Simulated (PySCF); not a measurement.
CH₃, multiplicity 2. Atoms are numbered in the order given.

```xyz
4

C      0.0000     0.0000     0.0000
H      1.0810     0.0000     0.0000
H     -0.5405    -0.9362     0.0000
H     -0.5405     0.9362     0.0000
```
Charge 0, spin multiplicity 2.

Coordinates come from a TPSSh-D3(BJ)/def2-TZVPD optimisation. The isomer is the one that the SMILES or the coordinates give; other isomers of the formula were not compared.

Computed with TDA-PBE0/def2-TZVPD (PySCF 2.14.0).

Vertical excitations; the highest root listed may be one member of a degenerate set. The molecule is in vacuum.

| state | energy (eV) | λ (nm) | f | main pairs |
|---|---|---|---|---|
| root 1 | 5.82 | 213 | 0.042 | α HOMO→LUMO 99 % |
| root 2 | 7.01 | 177 | 0.000 | β HOMO→LUMO (degenerate set) |
| root 3 | 7.01 | 177 | 0.000 | β HOMO−1→LUMO (degenerate set) |
| root 4 | 7.95 | 156 | 0.000 | α HOMO→LUMO+2 (degenerate set) |
| root 5 | 7.95 | 156 | 0.000 | α HOMO→LUMO+1 (degenerate set) |
| root 6 | 8.83 | 140 | 0.116 | α HOMO→LUMO+3 97 % |
| root 7 | 8.86 | 140 | 0.000 | α HOMO→LUMO+5 (degenerate set) |
| root 8 | 8.87 | 140 | 0.000 | α HOMO→LUMO+4 (degenerate set) |
| root 9 | 9.78 | 127 | 0.000 | α HOMO→LUMO+6 94 % |
| root 10 | 10.11 | 123 | 0.086 | α HOMO→LUMO+7 96 % |
Unrestricted roots are not spin-pure.
